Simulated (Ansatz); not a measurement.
I need a ladder of basis sets of AlSi. Use Ansatz 0.2.0, Python API. Level of theory (for the species named): PBE0, STO-3G basis, multiplicity 4. The script varies basis: STO-3G, 6-31G, 6-31G*, def2-SVP, def2-SVPD, def2-TZVP, def2-TZVPP.

```xyz
2

Al    0.0000    0.0000    0.0000
Si    0.0000    0.0000    2.3100
```

The script, `basis.py`:
```python
'''How the energy of AlSi converges with the basis.'''

import ansatz as az

geometry_ang = [
    ('Al', (0.0, 0.0, 0.0)),
    ('Si', (0.0, 0.0, 2.31)),
]
alsi = az.Crystal.molecule()
for symbol, xyz in geometry_ang:
    alsi = alsi.atom(symbol, xyz)

job = (
    alsi.calculation()
    .functional('PBE0')
    .spin('collinear', total=3)  # two spin channels
)

energies = {}
for basis in ['STO-3G', '6-31G', '6-31G*', 'def2-SVP', 'def2-SVPD', 'def2-TZVP', 'def2-TZVPP']:
    r = job.basis(gaussian=basis).run().report
    size = r['n_frozen'] + r['n_occupied'][0] + r['n_virtual'][0]
    energies[basis] = (r['reference_energy_ev'] / 27.211386246, r['free_energy_ev'] / 27.211386246)
    print(f'{basis:14s} {size:4d} orbitals  reference {energies[basis][0]:14.6f} Ha  total {energies[basis][1]:14.6f} Ha')

last = energies['def2-TZVPP'][1]
for basis, (_, total) in energies.items():
    print(f'{basis:14s} lies {27.211386 * (total - last):9.4f} eV above def2-TZVPP')
```

```console
$ python basis.py
STO-3G           18 orbitals  reference    -525.198671 Ha  total    -525.198671 Ha
6-31G            26 orbitals  reference    -531.537081 Ha  total    -531.537081 Ha
6-31G*           38 orbitals  reference    -531.552810 Ha  total    -531.552810 Ha
def2-SVP         36 orbitals  reference    -531.410055 Ha  total    -531.410055 Ha
def2-SVPD        48 orbitals  reference    -531.413144 Ha  total    -531.413144 Ha
def2-TZVP        74 orbitals  reference    -531.593858 Ha  total    -531.593858 Ha
def2-TZVPP       84 orbitals  reference    -531.593907 Ha  total    -531.593907 Ha
STO-3G         lies  174.0232 eV above def2-TZVPP
6-31G          lies    1.5463 eV above def2-TZVPP
6-31G*         lies    1.1183 eV above def2-TZVPP
def2-SVP       lies    5.0029 eV above def2-TZVPP
def2-SVPD      lies    4.9188 eV above def2-TZVPP
def2-TZVP      lies    0.0014 eV above def2-TZVPP
def2-TZVPP     lies    0.0000 eV above def2-TZVPP
```

Against STO-3G: 6-31G -6338.4 mHa, 6-31G* -6354.1 mHa, def2-SVP -6211.4 mHa, def2-SVPD -6214.5 mHa, def2-TZVP -6395.2 mHa and def2-TZVPP -6395.2 mHa. The last step alone is -0.05 mHa (these two sets differ little on atoms other than hydrogen). From the first set to the last the time grows from 0.7 to 2.9 s.

What to keep in mind:
- The drop along the ladder measures the basis error, and is no property of the molecule.
- The geometry is a force-field or estimated start, not a minimum of this method, and the last set is no limit. Much of the fall in a total is atomic energy, which cancels in bond and reaction energies.
- The species is open-shell (spin multiplicity 4).
- Totals across families of basis sets mostly measure their core functions.
- The spin state was assumed, and another may lie lower.
- Finished in 14 s on 1 thread of Arm Neoverse N1 (shared host), peak memory 0.2 GiB.
